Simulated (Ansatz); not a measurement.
# CH8Si2: search for a transition state

Is there a first-order saddle for this 1,1-elimination, which should form C2–H3 and break Si1–C2, Si1–H3, and which two structures does it connect?

Method: PBE0-D4, def2-SVP first, then def2-TZVP; program: Ansatz 0.2.0, Gaussian basis.

114 further runs of the same task are left out: 114 set aside as unsound or not needed.

## 1. Starting geometry

The guess: 11 atoms, charge 0, spin multiplicity 1.

Atoms are counted from 1 here; the program's logs count them from 0.

Bond lengths: Si1–H3 1.608 Å, Si1–H4 1.479 Å, Si1–Si5 2.277 Å, C2–H6 1.086 Å, C2–H7 1.078 Å, C2–H8 1.078 Å, Si5–H9 1.468 Å, Si5–H10 1.474 Å, Si5–H11 1.466 Å. Angles: H3–Si1–H4 88.0°, H3–Si1–Si5 76.4°, H4–Si1–Si5 117.4°, H6–C2–H7 109.5°, H6–C2–H8 108.0°, H7–C2–H8 111.8°, Si1–Si5–H9 101.3°, Si1–Si5–H10 131.3°, Si1–Si5–H11 105.3°, H9–Si5–H10 104.0°, H9–Si5–H11 109.1°, H10–Si5–H11 104.5°.

As a file:

```mol
CH8Si2
  3D, bonds by distance, orders not assigned

 11  9  0  0  0  0  0  0  0  0999 V2000
   -0.4888    0.9898    0.1024 Si  0  0
    1.6633    0.6560   -0.3725 C   0  0
    0.3419   -0.0809   -0.7626 H   0  0
   -0.8957    1.6244   -1.1700 H   0  0
   -1.4583   -1.0000    0.6365 Si  0  0
    2.1121    0.0776   -1.1748 H   0  0
    2.0353    0.3054    0.5764 H   0  0
    1.9020    1.6944   -0.5376 H   0  0
   -2.7736   -0.5604    1.1165 H   0  0
   -1.7558   -2.1890   -0.1822 H   0  0
   -0.6822   -1.5173    1.7679 H   0  0
  1  3  8  0
  1  4  8  0
  1  5  8  0
  2  6  8  0
  2  7  8  0
  2  8  8  0
  5  9  8  0
  5 10  8  0
  5 11  8  0
M  END
```

Distances that are to change: C2–H3 1.56 Å, Si1–C2 2.23 Å, Si1–H3 1.61 Å.

## 2. Relaxing the guess with the reacting distances held

Contents of hold/in.yaml:

```yaml
crystal:
  periodic: [false, false, false]
  atoms:
    - {symbol: Si, position_ang: [-0.488800, 0.989800, 0.102400]}
    - {symbol: C, position_ang: [1.663300, 0.656000, -0.372500]}
    - {symbol: H, position_ang: [0.341900, -0.080900, -0.762600]}
    - {symbol: H, position_ang: [-0.895700, 1.624400, -1.170000]}
    - {symbol: Si, position_ang: [-1.458300, -1.000000, 0.636500]}
    - {symbol: H, position_ang: [2.112100, 0.077600, -1.174800]}
    - {symbol: H, position_ang: [2.035300, 0.305400, 0.576400]}
    - {symbol: H, position_ang: [1.902000, 1.694400, -0.537600]}
    - {symbol: H, position_ang: [-2.773600, -0.560400, 1.116500]}
    - {symbol: H, position_ang: [-1.755800, -2.189000, -0.182200]}
    - {symbol: H, position_ang: [-0.682200, -1.517300, 1.767900]}
basis:
  gaussian: {orbitals: def2-SVP}
hamiltonian: {xc: pbe0, dispersion: d4}
relax: {f_tol: 0.04, max_steps: 150, escape_saddle: false, constraints: [{distance: [1, 2]}, {distance: [0, 1]}, {distance: [0, 2]}]}
```

Launch:

```
ansatz run in.yaml --threads 4 --pin off --events-out ev --progress --plain --max-ram 9574MiB
```

Further steps of the session: Force constants to start from; Saddle search in the small basis; Saddle search in triple zeta; Vibrations at the point found; Relaxing after a step of 0.30 Å one way along the mode; Relaxing after a step of 0.30 Å the other way along the mode.

Before running it: what results should come out? Wanted: imaginary mode; barrier from the start side; barrier from the end side; energy of the step; pairs that change; zero-point energy at the saddle.

The runs gave:

```
                       quantity                                       value
                 imaginary mode                                  1093i cm⁻¹
    barrier from the start side                                    2.874 eV
      barrier from the end side                                    0.702 eV
             energy of the step                                   +2.172 eV
              pairs that change  C2–H3 formed, Si1–C2 broken, Si1–H3 broken
zero-point energy at the saddle                                    2.054 eV
```

In words: One imaginary mode, 1093i cm⁻¹, makes this a first-order saddle. The two relaxations end on the structures that were planned. At PBE0-D4/def2-TZVP the electronic barrier is 2.874 eV, about 112 kT at 298 K, and the step runs 2.172 eV uphill. With so stiff a mode tunnelling counts: Wigner's rough correction is a factor of 2.2 at 298 K. These are plain relaxations, not an intrinsic reaction coordinate. Lower complexes than these ends may exist.
